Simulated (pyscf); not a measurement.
Optimised with ωB97X-D3(BJ)/def2-SVP in PySCF.

**Question.** O=MoH(=O)–OH + hydrogen chloride (HCl) → O=Mo(=O)(OH)–Cl + hydrogen (H₂)
Surface: singlet. Broken: H–Mo, Cl–H. Formed: Cl–Mo, H–H. Give ΔE‡ and ΔE from ωB97M-D3(BJ)/def2-TZVP, relative to the separated reactants.

**Answer.** ΔE‡ = 0.60 eV, ΔE = -1.06 eV. Zero-point energy shifts the barrier by +0.01 eV. It is a four-centre exchange, with an imaginary mode of 716i cm⁻¹. On the reactant side the descent ends in a complex (not fully relaxed), 0.22 eV under the separated species and 0.63 eV under the saddle at ωB97X-D3(BJ)/def2-TZVP. At ωB97X-D3(BJ)/def2-TZVP the barrier from the zero used here is 0.41 eV. This is the saddle that the search found; another between the same sides may lie lower. Elements past Kr carry the def2 core potentials, without spin-orbit coupling.
